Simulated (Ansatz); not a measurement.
**Si2H6 (singlet): wave-function methods side by side at a displaced geometry (v2), cc-pVDZ**

How much of the correlation energy of Si2H6 (singlet) does each wave-function method recover here?

Computed with Ansatz 0.2.0, Gaussian basis. Level: cc-pVDZ, core rule «outside noble gas», up to 10 orbitals frozen.

Plan: UHF; CCSD(T) on RHF; BCCD(T) on RHF; CISD; CCSDT(Q) on RHF; CASSCF and NEVPT2, 8 electrons in 8 orbitals.

9 further runs of the same task are left out: 3 that didn't finish, 6 set aside as unsound or not needed.

## Step 1: What is computed

The geometry is a PBE0/def2-TZVP stationary point (not a proven minimum) with its atoms shifted at random (size 0.100 Å).

8 atoms, charge 0, spin multiplicity 1.

Atoms are counted from 1 here; the program's logs count them from 0.

Bond lengths: Si1–Si2 2.175 Å, Si1–H3 1.499 Å, Si1–H4 1.546 Å, Si1–H5 1.639 Å, Si2–H6 1.644 Å, Si2–H7 1.420 Å, Si2–H8 1.501 Å. Angles: Si2–Si1–H3 113.5°, Si2–Si1–H4 109.6°, Si2–Si1–H5 112.8°, H3–Si1–H4 108.8°, H3–Si1–H5 107.0°, H4–Si1–H5 104.7°, Si1–Si2–H6 115.2°, Si1–Si2–H7 113.9°, Si1–Si2–H8 114.2°, H6–Si2–H7 103.5°, H6–Si2–H8 103.4°, H7–Si2–H8 105.3°.

Coordinates:

```xyz
8

Si   -1.08999   -0.00300   -0.00399
Si    1.08534    0.01485    0.00781
H    -1.70012    1.36601    0.00810
H    -1.60862   -0.78953    1.22147
H    -1.71152   -0.79356   -1.29790
H     1.79742   -1.46477   -0.07475
H     1.65079    0.59070    1.17664
H     1.70158    0.76094   -1.13999
```

## Step 2: UHF

Input file in.yaml:

```yaml
crystal:
  periodic: [false, false, false]
  atoms:
    - {symbol: Si, position_ang: [-1.089987, -0.002998, -0.003992]}
    - {symbol: Si, position_ang: [1.085339, 0.014849, 0.007812]}
    - {symbol: H, position_ang: [-1.700124, 1.366006, 0.008097]}
    - {symbol: H, position_ang: [-1.608619, -0.789534, 1.221468]}
    - {symbol: H, position_ang: [-1.711522, -0.793559, -1.297895]}
    - {symbol: H, position_ang: [1.797422, -1.464768, -0.074748]}
    - {symbol: H, position_ang: [1.650794, 0.590703, 1.176635]}
    - {symbol: H, position_ang: [1.701581, 0.760936, -1.139986]}
basis:
  gaussian: {orbitals: cc-pVDZ}
magnetization: {spin_polarized: true, initial_magnetization: 0}
hamiltonian: {xc: hf}
output: {orbitals: {seedname: orbitals}}
```

Command:

```bash
> ansatz run in.yaml --threads 1 --pin off --events-out ev --progress --plain --max-ram 2393MiB
```

The runs that follow: CCSD(T) on RHF; BCCD(T) on RHF; CISD; CCSDT(Q) on RHF; CASSCF and NEVPT2, 8 electrons in 8 orbitals.

Q: Predict the results of all the runs planned. Wanted: RCCSDT(Q) below the RHF energy; RMP2 from RCCSDT(Q); RCCSD from RCCSDT(Q); RCCSD(T) from RCCSDT(Q); NEVPT2 frontier from RCCSDT(Q); T1 diagnostic.

**Answer**, as computed:

| quantity | value |
| --- | --- |
| RCCSDT(Q) below the RHF energy | -7.5338 eV |
| RMP2 from RCCSDT(Q) | +37.98 kcal/mol |
| RCCSD from RCCSDT(Q) | +4.96 kcal/mol |
| RCCSD(T) from RCCSDT(Q) | +0.94 kcal/mol |
| NEVPT2 frontier from RCCSDT(Q) | +37.72 kcal/mol |
| levels within 1 kcal/mol (43 meV) | RCCSD(T), BCCD(T), RCCSDT |
| T1 diagnostic | 0.013 |

In words: RCCSD(T) lands +0.94 kcal/mol from the yardstick (0.5 % of the correlation energy). These misses are within one basis, not against nature.
